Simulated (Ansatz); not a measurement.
Elements on the sites of an ideal bcc lattice, at a guessed lattice constant:

```
CELL_PARAMETERS angstrom
7.20997 0.00000 0.00000
0.00000 7.20997 0.00000
0.00000 0.00000 7.20997
ATOMIC_POSITIONS crystal
Zn 0.50000 0.00000 0.00000
Zn 0.50000 0.00000 0.50000
Zn 0.50000 0.50000 0.50000
Cd 0.00000 0.50000 0.00000
Cd 0.00000 0.00000 0.50000
Cd 0.25000 0.25000 0.25000
Cd 0.50000 0.50000 0.00000
Cd 0.75000 0.25000 0.25000
Cd 0.00000 0.50000 0.50000
Cd 0.25000 0.25000 0.75000
Cd 0.75000 0.25000 0.75000
Cd 0.75000 0.75000 0.75000
Sn 0.75000 0.75000 0.25000
Sb 0.00000 0.00000 0.00000
Bi 0.25000 0.75000 0.25000
Bi 0.25000 0.75000 0.75000
```

Cell and atoms were relaxed without symmetry on coarser meshes and computed once more. The calculation used DFT r2SCAN, scalar-relativistic, plane waves, PAW (Ansatz 0.2.0).

Settings: cutoff 500 eV, Γ-centred mesh 6×5×4 on the computed 16-atom cell, Gaussian smearing of 0.10 eV; no spin polarisation.

The relaxation ran on 2×2×2 (shifted) and then 3×3×3 k points with a smearing of 0.1 eV, from sites shaken by 0.02 Å.

What does the relaxation give?

A volume of 24.39 Å³/atom and no gap on the mesh. It lies 0.10 eV/atom above the elements' standard states (static lattices, no corrections for gases). The atoms leave their sites by 1.15 Å (root mean square) and 1.65 Å at most, and the cell stretches by up to 27.0 % at fixed volume, so the lattice hasn't survived.

```
CELL_PARAMETERS angstrom
6.62493 0.45714 -0.53233
0.45158 6.83073 -0.84194
-0.53628 -0.85662 8.80379
ATOMIC_POSITIONS crystal
Zn 0.30856 0.11654 0.95295
Zn 0.67392 0.12112 0.50864
Zn 0.57337 0.49340 0.54440
Cd 0.86788 0.70387 0.02625
Cd 0.08097 0.95573 0.53507
Cd 0.23412 0.02842 0.24375
Cd 0.51949 0.46365 0.00737
Cd 0.61125 0.13456 0.20183
Cd 0.95986 0.34391 0.41860
Cd 0.37228 0.23968 0.68789
Cd 0.93496 0.39180 0.76114
Cd 0.70181 0.85997 0.71038
Sn 0.71152 0.71974 0.33586
Sb 0.89891 0.11468 0.98370
Bi 0.24899 0.59960 0.28567
Bi 0.30842 0.70790 0.76600
```

The final mesh leaves forces up to 0.15 eV/Å and stresses up to 0.4 GPa: the relaxation ran on a coarser mesh, so the cell's shape, its bonds and its energy belong partly to that mesh.

Spin-orbit coupling is left out, which matters for the bands of heavy elements.

Cost: 2 runs of about 31 core-minutes in all (earlier runs that led there not counted), on AMD EPYC 9R45 (Zen 5) (shared hosts).